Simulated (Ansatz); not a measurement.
in.yaml

```yaml
crystal:
  periodic: [false, false, false]
  atoms:
    - {symbol: C, position_ang: [0.000000, 0.000000, -1.888667]}
    - {symbol: Si, position_ang: [0.000000, 0.000000, -0.197067]}
    - {symbol: Ge, position_ang: [0.000000, 0.000000, 2.085733]}
basis:
  gaussian: {orbitals: cc-pVDZ}
magnetization: {spin_polarized: true, initial_magnetization: 4}
correlation: {method: ccsd, electrons: valence}
```

```sh
$ ansatz run in.yaml --threads 1 --pin off --events-out ev --progress --plain --max-ram 2393MiB
```

Output:

```
647 factors; integrals over basis functions are off by at most 9.3e-4 eV
mean field evaluation 1: about -65356.9655 eV, gradient 1.2e1 eV
mean field evaluation 2: about -65356.9708 eV, gradient 1.2e1 eV
mean field evaluation 4: about -65359.0394 eV, gradient 3.7e0 eV
mean field evaluation 8: about -65359.8225 eV, gradient 2.0e-1 eV
mean field evaluation 16: about -65356.9660 eV, gradient 1.2e1 eV
mean field evaluation 32: about -65359.8250 eV, gradient 9.4e-5 eV
mean field evaluation 64: about -65358.2440 eV, gradient 5.3e0 eV
mean field evaluation 96: about -65359.3424 eV, gradient 1.4e0 eV
mean field evaluation 128: about -65359.1463 eV, gradient 1.6e-2 eV
mean field evaluation 160: about -65356.8801 eV, gradient 1.7e0 eV
mean field evaluation 192: about -65356.3328 eV, gradient 1.0e0 eV
mean field evaluation 224: about -65359.8250 eV, gradient 2.5e-3 eV
mean field evaluation 256: about -65358.4195 eV, gradient 2.2e0 eV
mean field evaluation 288: about -65358.5419 eV, gradient 7.1e-1 eV
mean field evaluation 320: about -65358.5330 eV, gradient 7.7e-1 eV
mean field -65359.82498196 eV, -2401.9292656064 hartree, gradient 2.2e-6 eV, S^2 6.355484; 8 other end points of the search recorded, 0 dependent functions left out
determinant -65359.82498196 eV, -2401.9292656064 hartree, with singles and doubles -65366.76374619 eV, -2402.1842604888 hartree
determinant -65359.17410595 eV, -2401.9053463542 hartree, with singles and doubles -65366.26870138 eV, -2402.1660679274 hartree
determinant -65359.14627513 eV, -2401.9043235904 hartree, with singles and doubles -65366.42458982 eV, -2402.1717967221 hartree
determinant -65356.78477402 eV, -2401.8175400253 hartree, with singles and doubles -65363.44635961 eV, -2402.0623487806 hartree
determinant -65356.51930833 eV, -2401.8077843412 hartree, with singles and doubles -65363.80311085 eV, -2402.0754591467 hartree
determinant -65359.82498196 eV, -2401.9292656064 hartree, with singles and doubles -65366.78745376 eV, -2402.1851317259 hartree
determinant -65359.17410595 eV, -2401.9053463542 hartree, with singles and doubles -65366.26961739 eV, -2402.1661015903 hartree
determinant -65359.14627513 eV, -2401.9043235904 hartree, with singles and doubles -65366.69646946 eV, -2402.1817881143 hartree
15 core orbitals not correlated: weight in the atoms' cores, before any rotation towards them, 1.000 or more for the frozen orbitals, at most 0.000 for the correlated occupied ones
reference -65359.82498196 eV, -2401.9292656064 hartree; 13, 9 occupied and 31, 35 virtual orbitals, 647 factors
second order -5.63167540 eV of doubles, -0.00000000 eV of singles
cycle   1  -6.96246746 eV  change    4.3e-6 eV  update   4.2e-6
Total energy: -65366.78744942 eV, -2402.1851315664 hartree
```

Ran on 1 thread of Arm Neoverse V2, shared host: 26 s wall, 0.18 GiB peak host memory.
